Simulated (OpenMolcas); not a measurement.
# One shape, several levels: SiH4 (silane)

We compute a comparison of 6 runs (HF/STO-3G, B2PLYP/STO-3G, B3LYP/STO-3G, M06-2X/STO-3G, PBE0/STO-3G, SVWN5/STO-3G) of SiH4 (silane). 

The calculation is run with OpenMolcas 26.06.

## 1. The system as given

SiH4: 5 atoms, total charge 0, spin state singlet. SMILES: `[SiH4]`. The coordinates come from a PBE0-D4/def2-TZVP relaxation.

Bond lengths: Si1–H2 1.485 Å, Si1–H3 1.485 Å, Si1–H4 1.485 Å, Si1–H5 1.485 Å. Angles: H2–Si1–H3 109.5°, H2–Si1–H4 109.5°, H2–Si1–H5 109.5°, H3–Si1–H4 109.5°, H3–Si1–H5 109.5°, H4–Si1–H5 109.5°.

## 2. A single-point energy at HF/STO-3G (run 1)

input.xyz

```xyz
5

Si     0.000000     0.000000    -0.000100
H      0.967600    -0.688400     0.890900
H     -1.331000     0.044900     0.656000
H     -0.105100    -0.740300    -1.282600
H      0.468500     1.383800    -0.264200
```

test.inp

```
* H4Si Hartree-Fock

&GATEWAY
  BasLib
  $CurrDir
  Coord
  input.xyz
  Basis
  STO-3G
  Group
  NoSym

&SEWARD

&SCF
  Thresholds
  1e-10 1e-07 1e-07 1e-05
  PrOrbitals
  1 1
```

The basis set STO-3G is read from a file made from the Basis Set Exchange's data (not shown).

Started as:

```
$ export MOLCAS_MEM=1860
$ pymolcas test.inp > test.log
```

What it wrote:

```text
--- Start Module: gateway ---
[...]
--- Stop Module: gateway /rc=_RC_ALL_IS_WELL_ ---
[...]
--- Start Module: seward ---
[...]
      Basis functions           13
--- Stop Module: seward /rc=_RC_ALL_IS_WELL_ ---
[...]
--- Start Module: scf ---
[...]
       Convergence after   7 Iterations
[...]
::    Total SCF energy                               -287.9090690703
[...]
      Total spin, S                                     0.0000000000
[...]
      Total electronic charge=   18.000000
      Total            charge=   -0.000000
[...]
      Dipole Moment (debye):
      Origin of the operator (angstrom)=    0.0000   -0.0000   -0.0001
                   X=  7.2739E-06               Y=  4.3176E-05               Z= -6.4540E-04           Total=  6.4688E-04
      Quadrupole Moment (debye*angstrom):
[...]
--- Stop Module: scf /rc=_RC_ALL_IS_WELL_ ---
[...]
```

It took 3.9 s on 1 thread of Arm Neoverse V2, shared host; peak memory 0.37 GiB.

## 3. The energy at B2PLYP/STO-3G (run 2)

input.xyz is that of step 2.

test.inp

```
&GATEWAY
  BasLib=$CurrDir
  Coord=input.xyz
  Basis=STO-3G
  Group=NoSym

&SEWARD
  GridInput
  Grid=UltraFine
  End of Grid

&SCF
  KSDFT=B2PLYP_SCF
  Thresholds=1e-10 1e-07 1e-07 1e-05
  PrOrbitals=1 1

&MBPT2
  Frozen=5
```

The basis set STO-3G is read from a file made from the Basis Set Exchange's data (not shown).

Started as:

```
$ export MOLCAS_MEM=1860
$ pymolcas test.inp > test.log
```

What it wrote:

```text
--- Start Module: gateway ---
[...]
--- Stop Module: gateway /rc=_RC_ALL_IS_WELL_ ---
[...]
      Basis functions           13
[...]
--- Start Module: scf ---
[...]
       Convergence after   7 Iterations
[...]
::    Total KS-DFT energy                            -288.3406506171
[...]
      Total spin, S                                     0.0000000000
[...]
      Total electronic charge=   18.000000
      Total            charge=   -0.000000
[...]
      Dipole Moment (debye):
      Origin of the operator (angstrom)=    0.0000   -0.0000   -0.0001
                   X=  6.5350E-06               Y=  3.7681E-05               Z= -5.8260E-04           Total=  5.8385E-04
      Quadrupole Moment (debye*angstrom):
[...]
--- Stop Module: scf /rc=_RC_ALL_IS_WELL_ ---
[...]
--- Start Module: mbpt2 ---
[...]
 ###    WARNING: MP2 implementation intended for RHF references only         ###
 ###############################################################################
MBPT2 WARNING: Reference function according to RunFile:KS-DFT
I'll assume you know what you're doing and continue
WARNING!
Default frozen orbitals as non valence orbitals is overwritten by user input.
Default values:   2
[...]
       Reference weight ( Cref**2 )         =        0.96410
::    Total MBPT2 energy                             -288.3998743688
[...]
      Total MBPT2 calculations                           0.03      0.03
--- Stop Module: mbpt2 /rc=_RC_ALL_IS_WELL_ ---
[...]
```

Run time: 3 s. Hardware: 1 thread of Arm Neoverse V2, shared host; peak memory 0.37 GiB.

Runs 3 to 4 aren't shown in full; the table further down has their settings and results.

## 4. The energy at PBE0/STO-3G (run 5)

input.xyz is that of step 3.

test.inp

```
>>> EXPORT MOLCAS_PRINT=2

&GATEWAY
  BASLIB=$CurrDir
  COORD=input.xyz
  BASIS=STO-3G
  GROUP=NoSym

&SEWARD
  GRIDINPUT
  Grid=UltraFine
  End of Grid

&SCF
  KSDFT=PBE0
  THRESHOLDS=1e-10 1e-07 1e-07 1e-05
  PRORBITALS=1 1
```

The basis set STO-3G is read from a file made from the Basis Set Exchange's data (not shown).

Started as:

```
$ export MOLCAS_MEM=1860
$ pymolcas test.inp > test.log
```

What it wrote:

```text
--- Start Module: gateway ---
[...]
--- Stop Module: gateway /rc=_RC_ALL_IS_WELL_ ---
--- Start Module: seward ---
[...]
      Basis functions           13
--- Stop Module: seward /rc=_RC_ALL_IS_WELL_ ---
--- Start Module: scf ---
[...]
       Convergence after   8 Iterations
[...]
::    Total KS-DFT energy                            -288.3904707219
[...]
      Total spin, S                                     0.0000000000
[...]
      Total electronic charge=   18.000000
      Total            charge=   -0.000000
[...]
      Dipole Moment (debye):
      Origin of the operator (angstrom)=    0.0000   -0.0000   -0.0001
                   X=  5.7449E-06               Y=  2.9952E-05               Z= -5.2069E-04           Total=  5.2158E-04
      Quadrupole Moment (debye*angstrom):
[...]
--- Stop Module: scf /rc=_RC_ALL_IS_WELL_ ---
[...]
```

Wall time 2.8 s (1 thread of Arm Neoverse V2, shared host); peak memory 0.37 GiB.

## 5. A single-point energy at SVWN5/STO-3G (run 6)

input.xyz is that of step 4.

test.input

```
* H4Si Kohn-Sham DFT

&GATEWAY
 BasLib=$CurrDir
 Coord=input.xyz
 Basis=STO-3G
 Group=NoSym

&SEWARD
 GridInput
 Grid=UltraFine
 End of Grid

&SCF
 KSDFT=SVWN5
 Thresholds=1e-10 1e-07 1e-07 1e-05
 PrOrbitals=1 1
```

The basis set STO-3G is read from a file made from the Basis Set Exchange's data (not shown).

Started as:

```
$ export MOLCAS_MEM=1860
$ pymolcas test.input > test.log
```

What it wrote:

```text
--- Start Module: gateway ---
[...]
--- Stop Module: gateway /rc=_RC_ALL_IS_WELL_ ---
--- Start Module: seward ---
[...]
      Basis functions           13
--- Stop Module: seward /rc=_RC_ALL_IS_WELL_ ---
--- Start Module: scf ---
[...]
       Convergence after   9 Iterations
[...]
::    Total KS-DFT energy                            -287.2695021582
[...]
      Total spin, S                                     0.0000000000
[...]
      Total electronic charge=   18.000000
      Total            charge=   -0.000000
[...]
      Dipole Moment (debye):
      Origin of the operator (angstrom)=    0.0000   -0.0000   -0.0001
                   X=  4.6351E-06               Y=  2.7630E-05               Z= -4.3992E-04           Total=  4.4081E-04
      Quadrupole Moment (debye*angstrom):
[...]
--- Stop Module: scf /rc=_RC_ALL_IS_WELL_ ---
[...]
```

Wall time 2.8 s (1 thread of Arm Neoverse V2, shared host); peak memory 0.37 GiB.

## 6. All runs side by side

```
run          level  frozen core orbitals  integration grid  energy (Eh)  dipole moment (D)  HOMO energy (eV)  LUMO energy (eV)  wall time
  1      HF/STO-3G                     –                 –  -287.909069               0.00            -11.44             14.05      3.9 s
  2  B2PLYP/STO-3G                     5         UltraFine  -288.356641               0.00             -9.38             10.62        3 s
  3   B3LYP/STO-3G                     –         UltraFine  -288.527713               0.00             -7.92              8.27      3.9 s
  4  M06-2X/STO-3G                     –         UltraFine  -288.516169               0.00             -9.38              9.77      3.6 s
  5    PBE0/STO-3G                     –         UltraFine  -288.390471               0.00             -8.09              8.76      2.8 s
  6   SVWN5/STO-3G                     –         UltraFine  -287.269502               0.00             -6.47              7.59      2.8 s
```

## 7. Results

| quantity | value |
| --- | --- |
| run 6: total energy | -287.26950 Eh |
| run 6: dipole moment | 0.00 D |
| run 6: HOMO energy | -6.47 eV |
| run 6: LUMO energy | 7.59 eV |
| run 6: HOMO–LUMO gap | 14.06 eV |

**Reading.** The HOMO–LUMO gap runs from 14.06 eV (SVWN5/STO-3G) to 25.49 eV (HF/STO-3G). Exact exchange widens orbital gaps. For B2PLYP the log adds the whole second-order term; the table takes 0.27 of it, as the functional is defined. Totals of different functionals can't be ranked against each other. In runs 1, 2, 3, 4, 5, 6 the basis is minimal, so the values are rough. All runs together took 20 s, the longest 3.9 s.
